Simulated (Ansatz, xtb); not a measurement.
# Relaxing a trial structure of CH5N2−

The starting geometry of this gas-phase singlet was built from a drawn formula by distance geometry and a force field; its bonds are those of `[CH2-]NN`.

```xyz
8

C    -1.3722   -0.8620   -1.5404
N    -0.1682   -0.0995   -1.5397
N     0.7090   -0.6415   -2.6062
H    -1.8655   -1.2906   -2.4393
H    -1.9271   -1.0012   -0.5725
H     0.3484   -0.0372   -0.6220
H     0.3210   -0.4254   -3.4919
H     0.8426   -1.6784   -2.4645
```

Problem. Predict what it relaxes into with r2SCAN-D4/def2-SVPD.

Solution. It keeps its bonds, and is `[CH2-]NN`.

The energy falls by 1.18 eV over 12 steps:

```tsv
step	E − E(last) (eV)
1	1.182
2	0.472
3	0.145
5	0.043
6	0.028
7	0.013
8	0.009
10	0.000
11	0.000
12	0.000
```

Final geometry (Å):

```xyz
8

C    -1.3726   -1.1373   -1.6715
N    -0.3263   -0.1282   -1.8115
N     0.9010   -0.6412   -2.4509
H    -2.3390   -0.7322   -2.0462
H    -1.5310   -1.3903   -0.5973
H     0.0218    0.1799   -0.9041
H     0.7242   -0.5202   -3.4516
H     0.8098   -1.6662   -2.3436
```

From the same start GFN2-xTB ends elsewhere, in pieces: CH3N + H2N.

No frequencies were run, so the end isn't proven a minimum. Run with Ansatz 0.2.0, 16 s on 2 threads of Arm Neoverse V1 (shared host).
